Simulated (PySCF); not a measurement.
Which level of theory gave which numbers?

Species: C₄H₁₀O.
Numbering: `[CH3:1][CH:2]([CH3:3])[CH2:4][OH:5]` (hydrogens: H6, H7, H8 on C1; H9 on C2; H10, H11, H12 on C3; H13, H14 on C4; H15 on O5)

The closed-shell ground state was solved 3 times with PySCF (density fitting, gas phase), always in the pcSseg-2 basis (320 functions), with these functionals: B97-2, KT3 and wB97X-D. The structure is a single PBE0-D3(BJ)/def2-TZVP conformer in the gas phase; no vibrational or solvent corrections.

```csv
row,total energy (Eh),HOMO (eV),LUMO (eV),dipole (D)
P,-233.6772,-7.51,0.52,1.67
Q,-237.3195,-6.35,-0.41,1.57
R,-233.6882,-9.72,2.19,1.72
```

Q: Which functional belongs to which row?

A: P = B97-2, Q = KT3, R = wB97X-D. By rising HOMO–LUMO gap: KT3 (GGA) 5.94 eV; B97-2 (global hybrid, 21 % exact exchange) 8.03 eV; wB97X-D (range-separated hybrid) 11.91 eV. Total energies of different functionals aren't bounds to one another; each is stationary for its own functional.

Shape of the structure used: `[CH3:1][CH:2]([CH3:3])[CH2:4][OH:5]`: C1–C2–C4–O5 59°, H–O5–C4–C2 62°.

Note: wB97X-D ran without an empirical dispersion term, which enters the total energy and its gradient alone.
